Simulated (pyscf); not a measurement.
O=PH (SMILES O=P) + SiH₄ (SMILES [SiH4]) -> HO–PH₂ (SMILES OP) + SiH₂ (SMILES [SiH2]) [singlet] (concerted two-bond exchange; singlet surface; H–Si, H–Si broken, H–O, H–P formed). Optimised with ωB97X-D3(BJ)/def2-SVP in PySCF. Correlated levels are frozen-core, on RHF or UHF. ΔMP2 is the change of the MP2 total energy from the triple- to the quadruple-zeta basis. Energies in kJ/mol from the separated reactants.

```
level                             barrier  reaction energy
--------------------------------  -------  ---------------
B3LYP-D3(BJ)/def2-TZVP              115.4           +117.3
M06-2X/def2-TZVP                    117.9            +99.0
ωB97M-D3(BJ)/def2-TZVP              128.0           +107.6
HF/def2-TZVP                        212.6            +97.1
CCSD/def2-TZVPP                     150.6           +104.2
CCSD(T)/def2-TZVPP                    [?]           +113.7
CCSD(T)/def2-TZVPP + ΔMP2(QZVPP)      [?]              [?]
```

Task: What belongs in the gaps?

Result: 
- CCSD(T)/def2-TZVPP, barrier: 137.9
- CCSD(T)/def2-TZVPP + ΔMP2(QZVPP), barrier: 136.0
- CCSD(T)/def2-TZVPP + ΔMP2(QZVPP), reaction energy: +116.4

On the product side the descent ends in a bound adduct, 60.0 kJ/mol under the separated species and 65.5 kJ/mol under the saddle at ωB97X-D3(BJ)/def2-TZVP. At B3LYP-D3(BJ) the saddle lies under the separated products, which points to a path from their complex (located at ωB97X-D3(BJ) alone), and parting the products costs more than the saddle. At ωB97X-D3(BJ) the barrier from the zero used here is 123.3 kJ/mol. The same reactants have a lower exit, to O=P–SiH₃ + H₂ (barrier +93.4 kJ/mol at ωB97M-D3(BJ), against +128.0 kJ/mol here). This is the saddle that the search found; another between the same sides may lie lower. The CCSD(T) − MP2 part came from Ansatz, without density fitting, on the same reference.
